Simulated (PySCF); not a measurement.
**Static response to an electric field**

Species: nitrogen trifluoride, NF3.
Numbering: `[F:1][N:2]([F:3])[F:4]`

Geometry (PBE0-D3(BJ)/def2-SVP, Å), atoms numbered from 1 in this order:
```
atom  x, y, z in Å
F1    -0.551    1.073   -0.166
N2     0.008   -0.003    0.433
F3    -0.644   -1.033   -0.151
F4     1.226   -0.062   -0.149
```

Level: B3LYP/def2-SVPD (PySCF), static field, nuclei fixed, core orbitals frozen in the response. The polarisability tensor in these axes (au):

```
x   19.82 -0.01  0.03
y   -0.01 19.82 -0.04
z    0.03 -0.04 14.23
```

**Question.** Give the principal values, the mean and the anisotropy Δα = √{½[(α1 − α2)² + (α2 − α3)² + (α1 − α3)²]}.

**Answer.** Principal values 14.23, 19.82 and 19.83 au; mean 17.96 au = 2.66 Å³ = 2.96 × 10⁻⁴⁰ C²·m²/J; Δα = 5.60 au (31 % of the mean).

**Question.** What is the dipole moment?

**Answer.** 0.13 D at this geometry.

**Question.** What would n − 1 = 2πNα be for an ideal gas of these molecules at 273.15 K and 1 atm, electronic part alone?

**Answer.** N = p/kT = 2.6868 × 10¹⁹ cm⁻³, so n − 1 = 2π × N × 2.66 × 10⁻²⁴ cm³ = 449 × 10⁻⁶ at long wavelengths.

**Question.** Rayleigh depolarisation ratio (linearly polarised light, static tensor)?

**Answer.** ρ = 3Δα²/(45ᾱ² + 4Δα²) = 93.9/(14509 + 125.2) = 0.00642.

**Question.** Find the Langevin capture rate constant for NH4+ (18.034 u) meeting this molecule (70.998 u), k = 2.342 × 10⁻⁹ cm³/s × √(α in Å³ / reduced mass in u).

**Answer.** The reduced mass is 14.38 u, so k = 1.01 × 10⁻⁹ cm³/s.

Isolated species at its PBE0-D3(BJ)/def2-SVP geometry, gas phase.
